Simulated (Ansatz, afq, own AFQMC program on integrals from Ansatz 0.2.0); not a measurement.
## Where AFQMC and coupled cluster stand for Al2H2, triplet

```xyz
4

Al    0.0000    0.0000    3.8635
Al    0.0000    0.0000   -3.8635
H     0.0000    0.0000    5.4380
H     0.0000    0.0000   -5.4380
```

Connectivity, by distances: AlH ··· AlH.

Basis 6-31G. Only valence electrons are correlated. Ansatz 0.2.0 and our own AFQMC program on the same integrals; the CISD trial comes from CCSD amplitudes, and released means the phaseless constraint is let go. Error bars are statistical, one sigma.

Determinant: UHF, the one that the program's search chose, which needn't be the lowest solution. The geometry is a point of a scan.

Full CI on the same integrals is exact in this basis and with this determinant's frozen core.

Cautions: lower spins were not checked; the determinant is a saddle point among determinants of its kind; unrestricted determinant slightly spin contaminated (⟨S²⟩ 2.06 against 2.00).

```
T1 diagnostic                               : 0.0395
weight of the determinant in the CISD state : 0.884
⟨S²⟩ of the determinant                     : 2.057
size of the correlated space                : 8 electrons in 20 orbitals
```

Reference: full CI, correlation energy -2.004 eV. The released energy is read at 2.40 1/Eh (meV from the phaseless value at times in 1/Eh: -1.2 ± 0.9 at 0.24, -1.5 ± 0.8 at 0.51, -3.2 ± 0.7 at 0.99, -4.4 ± 0.8 at 1.62, -4.7 ± 0.8 at 2.40).

```csv
level,E − E(reference) (kcal/mol),share of correlation (%)
HF,46.22,0.00
MP2,17.97,61.13
CCSD,0.58,98.75
CCSD(T),0.22,99.52
CCSDT,0.04,99.92
CCSDT(Q),0.01,99.97
CCSDTQ,0.00,100.00
ph-AFQMC/HF,0.07 ± 0.36,99.84
ph-AFQMC/CISD,0.13 ± 0.02,99.73
released AFQMC,0.02 ± 0.02,99.96
```

CCSDT and higher add their correlation energy to the determinant of the CCSD(T) run, since their own runs factorise the integrals more tightly (a shift of under 2 meV). Released energies are given only where the last usable release times agree within the noise; a slower fall can still hide under it.
